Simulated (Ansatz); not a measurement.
Ideal-gas functions of H4O2Si (`O[SiH2]O`) at 800 K and 1 bar, from an Ansatz frequency run at PBE0-D4/def2-TZVP.

Molar mass 64.12 g/mol, point group C2 (symmetry number 2), electronic degeneracy 1, moments of inertia 21.521, 69.491, 82.645 u Å². Harmonic wavenumbers (cm⁻¹, unscaled): 247, 284, 367, 618, 750, 823, 873, 887, 925, 967, 970, 2250, 2251, 3920, 3922.

Use S(trans) = R[1.5 ln M + 2.5 ln T − 1.1517]; rotational temperatures θ = 24.2544 K / I; S(rot) = R[ln(√π/σ · √(T³/θAθBθC)) + 1.5]; for each mode x = 1.438777 ν̃/T, S = R[x/(eˣ − 1) − ln(1 − e⁻ˣ)] and H = RT x/(eˣ − 1); 1 cm⁻¹ = 0.0119627 kJ/mol; R = 8.31446 J/(mol·K).

**Question.** By hand: the entropy, in J/(mol·K).

**Answer.** Translation 181.3. Rotation: θ = 1.127, 0.349, 0.2935 K, giving 103.8. Vibration, mode by mode: 15.13, 13.99, 11.92, 7.85, 6.43, 5.77, 5.37, 5.26, 4.98, 4.69, 4.67, 0.75, 0.74, 0.06, 0.06, in all 87.7. Electronic 0.0. Sum 372.8 J/(mol·K).

**Question.** By hand: H − E and G − E in kJ/mol, counted from the electronic energy.

**Answer.** Zero-point energy ½ × 20054 × 0.0119627 = 119.9; thermal vibration 38.7; translation, rotation and pV give 4 RT = 26.6. H − E = 185.2 kJ/mol, and G − E = 185.2 − 800 × 372.8/1000 = -113.0 kJ/mol.

Vibration gives 24 % of the entropy. The sum counts one conformer and one mirror image; others add a mixing term.
